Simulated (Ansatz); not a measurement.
# How basis sets differ on HCl (hydrogen chloride)

The species is HCl (2 atoms), meant as a singlet with charge 0. SMILES: `Cl`. The shape is that of a PBE0-D4/def2-TZVP optimisation.

```xyz
2

Cl    0.5460   -0.1785    0.2808
H    -0.5460    0.1785   -0.2808
```

Quantity: the dipole moment, in D. The values are calculated.

**What was measured.** NIST CCCBDB; in doubt, as an older value, an estimate or one at odds with other calculations gives the dipole moment of the gas as 1.08 D.

```tsv
level	kind	program	value (D)	computed − measured
B97M-V/def2-SVP	meta-GGA	Ansatz	1.36	+0.28
B97M-V/def2-SVPD	meta-GGA	Ansatz	1.16	+0.08
B97M-V/def2-TZVPD	meta-GGA	Ansatz	1.11	+0.03
B97M-V/def2-TZVPPD	meta-GGA	Ansatz	1.11	+0.03
B97M-V/def2-QZVPPD	meta-GGA	Ansatz	1.11	+0.03
```

Nearest: B97M-V/def2-TZVPD (+0.03 D), B97M-V/def2-TZVPPD (+0.03 D), B97M-V/def2-QZVPPD (+0.03 D); farthest: B97M-V/def2-SVP (+0.28 D). The measured dipole is a vibrational average, so differences of a few hundredths of a debye mean little. Magnitudes only.
